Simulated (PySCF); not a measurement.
# Basis-set dependence of excited states

Compound: C4H6F2.
Z-matrix (Å and degrees, PBE0-D3(BJ)/def2-SVP geometry), rows numbered from 1:
```
F 
C   1  1.3688
C   2  1.5043  1  109.83
F   3  1.3629  2  109.60  1  -179.87
C   3  1.4853  2  121.84  1   -36.78
C   3  1.4846  2  121.88  1    36.96
H   2  1.1036  1  109.23  3   120.57
H   2  1.1037  1  109.27  3  -120.56
H   5  1.0928  3  117.97  6  -108.05
H   5  1.0928  3  116.27  6   107.77
H   6  1.0929  3  117.98  5   108.11
H   6  1.0927  3  116.36  5  -107.80
```

TDDFT with PBE0 (PySCF), vertical singlets, core orbitals frozen in the response, spherical d and f functions. Isolated species at its PBE0-D3(BJ)/def2-SVP geometry (one conformer only).

Task: How do the low singlets change with the basis? Take 6-31G*, def2-SVP, 6-31+G*, def2-SVPD, aug-cc-pVDZ, def2-TZVP and def2-TZVPD.

Result: 

```json
{"basis": "6-31G*", "functions": "96", "diffuse": "no", "S1 (eV)": "8.36", "S2 (eV)": "8.92", "S3 (eV)": "9.75", "S4 (eV)": "10.17", "S5 (eV)": "10.24", "LUMO (eV)": "2.31", "α (au)": "40.5"}
{"basis": "def2-SVP", "functions": "114", "diffuse": "no", "S1 (eV)": "8.29", "S2 (eV)": "8.86", "S3 (eV)": "9.16", "S4 (eV)": "9.52", "S5 (eV)": "9.69", "LUMO (eV)": "1.90", "α (au)": "41.2"}
{"basis": "6-31+G*", "functions": "120", "diffuse": "yes", "S1 (eV)": "7.56", "S2 (eV)": "7.79", "S3 (eV)": "7.93", "S4 (eV)": "8.02", "S5 (eV)": "8.10", "LUMO (eV)": "0.54", "α (au)": "45.6"}
{"basis": "def2-SVPD", "functions": "174", "diffuse": "yes", "S1 (eV)": "7.86", "S2 (eV)": "8.10", "S3 (eV)": "8.42", "S4 (eV)": "8.50", "S5 (eV)": "8.60", "LUMO (eV)": "0.87", "α (au)": "48.2"}
{"basis": "aug-cc-pVDZ", "functions": "192", "diffuse": "yes", "S1 (eV)": "7.22", "S2 (eV)": "7.62", "S3 (eV)": "7.63", "S4 (eV)": "7.75", "S5 (eV)": "7.76", "LUMO (eV)": "0.09", "α (au)": "49.3"}
{"basis": "def2-TZVP", "functions": "222", "diffuse": "no", "S1 (eV)": "8.00", "S2 (eV)": "8.58", "S3 (eV)": "8.58", "S4 (eV)": "8.96", "S5 (eV)": "9.03", "LUMO (eV)": "1.48", "α (au)": "46.8"}
{"basis": "def2-TZVPD", "functions": "282", "diffuse": "yes", "S1 (eV)": "7.51", "S2 (eV)": "7.81", "S3 (eV)": "7.98", "S4 (eV)": "8.09", "S5 (eV)": "8.10", "LUMO (eV)": "0.49", "α (au)": "49.4"}
```

States are compared by their number. Against the largest diffuse basis here (def2-TZVPD, itself not a converged limit), sets without diffuse functions differ by up to 0.84 eV in S1 and 2.15 eV in S5; the smaller diffuse sets differ by up to 0.35 and 0.50 eV. State by state, the largest deviation of a set without diffuse functions is S1 0.84, S2 1.12, S3 1.76, S4 2.08, S5 2.15 eV. The same number needn't mean the same state in each row. Against def2-TZVPD the polarisability deviates by -18% in 6-31G*, -17% in def2-SVP, -8% in 6-31+G*, -2% in def2-SVPD, 0% in aug-cc-pVDZ, -5% in def2-TZVP. A single + in a Pople set puts diffuse functions on heavy atoms only.

Without π bonds the low states are Rydberg-like; a valence basis with one diffuse set may place them up to an eV too high.
